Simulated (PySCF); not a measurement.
# Working out the ionisation energy of P

P [Ne] 3s2 3p3 (4S) → P⁺ [Ne] 3s2 3p2 (3P). Computed with PySCF 2.14 in aug-cc-pCVTZ-DK (8s7p5d3f, 75 functions), with scalar relativity by spin-free X2C-1e. Frozen: nothing. Energies in hartree (1 hartree = 27.21139 eV):

```csv
part,P (lower),P⁺ (upper)
UHF,-341.531688,-341.167976
CCSD correlation,-0.427259,-0.407881
(T),-0.006582,-0.005011
```

What does Hartree-Fock give?

(-341.167976) − (-341.531688) = 0.363712 hartree = 9.897 eV.

What do CCSD and CCSD(T) give?

The CCSD correlation energies differ by 0.019378 hartree = 0.527 eV and the triples by 0.001571 hartree = 0.043 eV, so CCSD gives 10.424 eV and CCSD(T) 10.467 eV.

Measured between the centres of the two terms (NIST): 10.526 eV, so CCSD(T) (all electrons) is off by -0.059 eV.

What remains against the reference includes basis incompleteness and higher excitations.
